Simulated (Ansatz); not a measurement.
**How the lattice constant a of Ag (model structure, started from the diamond type, Fd-3m, No. 227, 2 atoms in the cell) moves with the method**

No measured value is used here.

```json
[
 {"level (code)": "PBE (Ansatz)", "value (Å)": "6.217"},
 {"level (code)": "PBEsol (Ansatz)", "value (Å)": "6.038"},
 {"level (code)": "PBE-D3(BJ) (Ansatz)", "value (Å)": "6.089"},
 {"level (code)": "r²SCAN (Ansatz)", "value (Å)": "6.097"}
]
```

Ansatz's density-functional and Hartree–Fock values are scalar-relativistic unless marked +SOC, with PAW data made under PBE.

A model structure was made by putting elements into a prototype or built by hand; it is no filed structure, need not be a known phase, and can be a saddle point held by its symmetry.

Ansatz is a program for electronic structure.
